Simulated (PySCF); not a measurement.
Compound: C₅H₇F.
Z-matrix (Å and degrees, PBE0-D3(BJ)/def2-SVP geometry), rows numbered from 1:
```
C 
C   1  1.3387
C   2  1.4519  1  124.12
F   3  1.3419  2  114.43  1    -0.37
C   3  1.3412  2  125.84  1   179.61
C   5  1.4878  3  125.22  2  -179.86
H   1  1.0917  2  121.03  3  -179.98
H   1  1.0924  2  120.99  3     0.00
H   2  1.0940  1  120.69  3  -179.96
H   5  1.0935  3  116.08  2     0.03
H   6  1.1033  5  111.11  3   117.40
H   6  1.0979  5  111.32  3    -3.22
H   6  1.1026  5  111.13  3  -124.15
```

The closed-shell ground state was solved at several levels (PySCF, density fitting, gas phase, non-relativistic).

```json
{"level": "PBE0/6-31G*", "basis functions": "98", "total energy (Eh)": "-294.2052", "HOMO (eV)": "-6.28", "LUMO (eV)": "-0.46", "gap (eV)": "5.82", "dipole (D)": "1.19"}
{"level": "B97-2/pcSseg-1", "basis functions": "137", "total energy (Eh)": "-294.4182", "HOMO (eV)": "-6.36", "LUMO (eV)": "-0.89", "gap (eV)": "5.47", "dipole (D)": "1.33"}
{"level": "PBE0/def2-SVP", "basis functions": "119", "total energy (Eh)": "-293.9977", "HOMO (eV)": "-6.51", "LUMO (eV)": "-0.73", "gap (eV)": "5.78", "dipole (D)": "1.28"}
{"level": "PBE0/6-31G", "basis functions": "68", "total energy (Eh)": "-294.1439", "HOMO (eV)": "-6.37", "LUMO (eV)": "-0.52", "gap (eV)": "5.85", "dipole (D)": "1.51"}
{"level": "LC-wPBE/pcSseg-1", "basis functions": "137", "total energy (Eh)": "-294.3280", "HOMO (eV)": "-9.14", "LUMO (eV)": "1.34", "gap (eV)": "10.48", "dipole (D)": "1.33"}
{"level": "LDA/pcSseg-1", "basis functions": "137", "total energy (Eh)": "-292.0693", "HOMO (eV)": "-5.75", "LUMO (eV)": "-1.96", "gap (eV)": "3.79", "dipole (D)": "1.33"}
{"level": "OPBE/pcSseg-1", "basis functions": "137", "total energy (Eh)": "-294.3810", "HOMO (eV)": "-5.52", "LUMO (eV)": "-1.65", "gap (eV)": "3.87", "dipole (D)": "1.22"}
```

(1) What might mPW1PW91/pcSseg-1 (137 basis functions) give for the same quantities?

(2) Over all these levels, which gives the widest orbital gap and which the narrowest?

(3) How much does the basis alone move the frontier levels among the 3 PBE0 rows?

(4) In the pcSseg-1 basis, how does the gap go with the fixed share of exact exchange?

(5) How far do the dipole and the HOMO energy spread over the levels?

## Answers

(1) Total energy -294.4466 Eh, HOMO -6.63 eV, LUMO -0.86 eV, gap 5.77 eV, dipole 1.35 D.

(2) LC-wPBE/pcSseg-1 (range-separated hybrid) has the widest, 10.48 eV, and LDA/pcSseg-1 (LDA) the narrowest, 3.79 eV. The two share the basis. From the narrowest to the widest the HOMO moves by -3.39 eV and the LUMO by +3.30 eV.

(3) The HOMO by 0.23 eV and the LUMO by 0.27 eV. By rising basis size (HOMO, LUMO in eV): 6-31G -6.37, -0.52; 6-31G* -6.28, -0.46; def2-SVP -6.51, -0.73.

(4) LDA (0 %) 3.79 eV; OPBE (0 %) 3.87 eV; B97-2 (21 %) 5.47 eV; mPW1PW91 (25 %) 5.77 eV. Each rise in the share widens the gap here.

(5) The dipole runs from 1.19 to 1.51 D (mean 1.32 D) and the HOMO from -9.14 to -5.52 eV.

One conformer stands for the species.
